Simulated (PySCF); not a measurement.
These 2 structures share the formula C5H10. Level of theory: PySCF, PBE0-D3(BJ)/def2-TZVP geometry optimisation, gas phase. Energies are electronic, without zero-point or thermal terms, for one conformer each. No frequencies were run at this level. Point groups hold within 0.08 Å.

**Question.** Rank from lowest to highest electronic energy at this level (kcal/mol).
A. `[CH2:1]=[CH:2][CH2:3][CH2:4][CH3:5]` with C1–C2–C3–C4 120°, C2–C3–C4–C5 178°
B. `[CH2:1]=[CH:2][CH:3]([CH3:4])[CH3:5]` with C1–C2–C3–C4 -119° (3-methyl-1-butene)

**Answer.** B (0.0), A (0.8).

Neighbours under 2.5 kcal/mol apart (C=CC(C)C and C=CCCC) can change places with a better method, another conformer or zero-point energy.

| SMILES | E (Eh) | E rel (kcal/mol) | dipole (D) | point group | A, B, C (MHz) |
| --- | --- | --- | --- | --- | --- |
| C=CC(C)C | -196.36276 | 0.0 | 0.37 | Cs | 7613, 3583, 2771 |
| C=CCCC | -196.36150 | 0.8 | 0.44 | C1 | 18489, 2139, 2104 |
